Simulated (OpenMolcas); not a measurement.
# ROCCSD(T)/ANO-R3 (sfX2C) run of CF (SMILES [C]F)

Aim: the vertical doublet–quartet gap of CF at ROCCSD(T)/ANO-R3 (sfX2C), from 2 runs. 

The calculation is run with OpenMolcas 26.06.

2 further runs of the same task are left out: 1 for a known fault of the program, 1 that didn't finish.

## (1) Starting point

The species is CF (2 atoms), meant as a doublet with charge 0. As SMILES, `[C]F`. The shape is that of a GFN2-xTB optimisation.

Bond lengths: C1–F2 1.274 Å.

## (2) The energy at ROCCSD(T)/ANO-R3 (sfX2C)

job.input reads:

```
&GATEWAY
COORD
2
bohr
C      0.00000000     0.00000000     0.00000000
F      0.00000000     0.00000000     2.40826697
BASIS=ANO-R3
GROUP=NoSym
&SEWARD
&SCF
UHF
SPIN=2
PRORBITALS=0
&RASSCF
FILEORB=$Project.UnaOrb
SPIN=2
NACTEL=1 0 0
INACTIVE=7
RAS2=1
OUTORBITALS=Canonical
ORBLISTING=Nothing
&MOTRA
JOBIPH
FROZEN=2
&CCSDT
CCT
TRIPLES=3
ITERATIONS=50
EXTRAPOLATION=5 4
```

Started as:

```console
$ export MOLCAS_MEM=1860
$ pymolcas job.input > job.log
```

Log:

```text
--- Start Module: gateway ---
[...]
--- Stop Module: gateway /rc=_RC_ALL_IS_WELL_ ---
[...]
      Basis functions           66
[...]
       Convergence after  12 Iterations
[...]
::    Total SCF energy                               -137.3363604009
[...]
      Total spin, S                                     0.5062199919
[...]
      Number of active orbitals                  1
[...]
      Spin quantum number                      0.5
[...]
      Active orbitals                            1
[...]
      Number of CSFs                             1
[...]
      Number of root(s) required                 1
[...]
      Convergence after  7 iterations
[...]
      printout of CI-coefficients larger than  0.05 for root  1
      energy=    -137.330984
      conf/sym  1     Coeff  Weight
             1  u   1.00000 1.00000
      Natural orbitals and occupation numbers for root  1
      sym 1:   1.000000
      ************************************************************************************************************************
      *                                                    Final results                                                     *
[...]
::    RASSCF root number  1 Total energy:   -137.33098389
[...]
      Total electronic charge=   15.000000
      Total            charge=   -0.000000
[...]
      Dipole Moment (debye):
      Origin of the operator (angstrom)=    0.0000    0.0000    0.7811
                   X= -1.9364E-10               Y=  1.5632E-09               Z=  4.2188E-01           Total=  4.2188E-01
      Quadrupole Moment (debye*angstrom):
[...]
--- Start Module: motra ---
[...]
      *** WARNING: Default frozen orbitals is overwritten by user input.
      *** Default values:   2
[...]
--- Stop Module: motra /rc=_RC_ALL_IS_WELL_ ---
--- Start Module: ccsdt ---
[...]
      Convergence after                    13  Iterations
      Total energy (diff) :    -137.71244661      -0.00000006
[...]
 METHOD                       : CCSD+T(CCSD)+<T3(1)WT1>+<T3(1)UT2> = CCSD(T)
[...]
       CCSD     =      -137.7124466093629
[...]
--- Stop Module: ccsdt /rc=_RC_ALL_IS_WELL_ ---
[...]
```

Run time: 8.1 s. Hardware: 1 thread of Arm Neoverse V2, shared host; peak memory 0.41 GiB.

## (3) The quartet, same level

job.inp reads:

```
&GATEWAY
  Coord
  2
  bohr
  C      0.00000000     0.00000000     0.00000000
  F      0.00000000     0.00000000     2.40826697
  Basis
  ANO-R3
  Group
  NoSym

&SEWARD

&SCF
  UHF
  Spin
  4
  PrOrbitals
  0

&RASSCF
  FileOrb
  $Project.UnaOrb
  Spin
  4
  Nactel
  3 0 0
  Inactive
  6
  Ras2
  3
  OutOrbitals
  Canonical
  OrbListing
  Nothing

&MOTRA
  JobIph
  Frozen
  2

&CCSDT
  CCT
  Triples
  3
  Iterations
  50
  Extrapolation
  5 4
```

Started as:

```console
$ export MOLCAS_MEM=1860
$ pymolcas job.inp > job.log
```

Log:

```text
--- Start Module: gateway ---
[...]
--- Stop Module: gateway /rc=_RC_ALL_IS_WELL_ ---
[...]
      Basis functions           66
[...]
       Convergence after  15 Iterations
[...]
::    Total SCF energy                               -137.2534279715
[...]
      Total spin, S                                     1.5014817217
[...]
      Number of active orbitals                  3
[...]
      Spin quantum number                      1.5
[...]
      Active orbitals                            3
[...]
      Number of CSFs                             1
[...]
      Number of root(s) required                 1
[...]
      Convergence after  7 iterations
[...]
      printout of CI-coefficients larger than  0.05 for root  1
      energy=    -137.250455
      conf/sym  111     Coeff  Weight
             1  uuu   1.00000 1.00000
      Natural orbitals and occupation numbers for root  1
      sym 1:   1.000000   1.000000   1.000000
      ************************************************************************************************************************
      *                                                    Final results                                                     *
[...]
::    RASSCF root number  1 Total energy:   -137.25045518
[...]
      Total electronic charge=   15.000000
      Total            charge=   -0.000000
[...]
      Dipole Moment (debye):
      Origin of the operator (angstrom)=    0.0000    0.0000    0.7811
                   X= -2.4592E-11               Y= -9.4787E-11               Z= -9.4243E-01           Total=  9.4243E-01
      Quadrupole Moment (debye*angstrom):
[...]
--- Start Module: motra ---
[...]
      *** WARNING: Default frozen orbitals is overwritten by user input.
      *** Default values:   2
[...]
--- Stop Module: motra /rc=_RC_ALL_IS_WELL_ ---
--- Start Module: ccsdt ---
[...]
      Convergence after                    14  Iterations
      Total energy (diff) :    -137.58465916      -0.00000003
[...]
 METHOD                       : CCSD+T(CCSD)+<T3(1)WT1>+<T3(1)UT2> = CCSD(T)
[...]
       CCSD     =      -137.5846591612514
[...]
--- Stop Module: ccsdt /rc=_RC_ALL_IS_WELL_ ---
[...]
```

Run time: 8.4 s. Hardware: 1 thread of Arm Neoverse V2, shared host; peak memory 0.41 GiB.

## (4) Summary of results

Level: ROCCSD(T)/ANO-R3 (sfX2C), 2 core orbitals frozen.

| quantity | value |
| --- | --- |
| doublet: total energy | -137.72634 Eh |
| doublet: (T) correction | -13.90 mEh |
| quartet: total energy | -137.59485 Eh |
| quartet: (T) correction | -10.20 mEh |
| vertical energy of the quartet above the doublet | 3.578 eV |

What this shows: At this shape the quartet lies 3.58 eV (345 kJ/mol) above the doublet.
